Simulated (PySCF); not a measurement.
Compound: magnesium dihydride, MgH2.
SMILES: `[MgH2]`

Method: MP2 and CCSD/aug-cc-pVTZ in PySCF, restricted Hartree–Fock reference, 1 core orbital frozen, non-relativistic, gas phase, PBE0-D3(BJ)/def2-SVP geometry.

E(HF) = -200.73821 Eh.

(1) How large is the problem?

(2) What are the MP2 and CCSD correlation energies?

(3) What is the T1 diagnostic?

Answers

(1) 96 basis functions and 14 electrons; 1 orbital frozen, which leaves o = 6 correlated occupied and v = 89 virtual orbitals. That is o·v = 534 singles and o·v(o·v + 1)/2 = 142845 distinct closed-shell doubles amplitudes before symmetry; the costliest CCSD step grows as o²v⁴ = 2.3 × 10^9.

(2) MP2 -0.0848 Eh and CCSD -0.1019 Eh, which gives totals of -200.82305 and -200.84006 Eh. That is 0.231 eV for each correlated electron at CCSD (267 kJ/mol in all, 0.051 % of the total energy); MP2 gives 83.3 % of the CCSD value.

(3) 0.0065, below the customary warning level of 0.02. It is the norm of the spatial-orbital singles amplitudes over the root of the number of correlated electrons, so the norm is 0.023.

Connected triples and the basis-set limit are missing.

The job also held the EOM ionisation and excitation roots. On one thread of an Arm Neoverse V1, no GPU, shared host with 64 logical CPUs at a one-minute load of 25, this took 81 s wall and 0.85 GiB of memory at its peak.
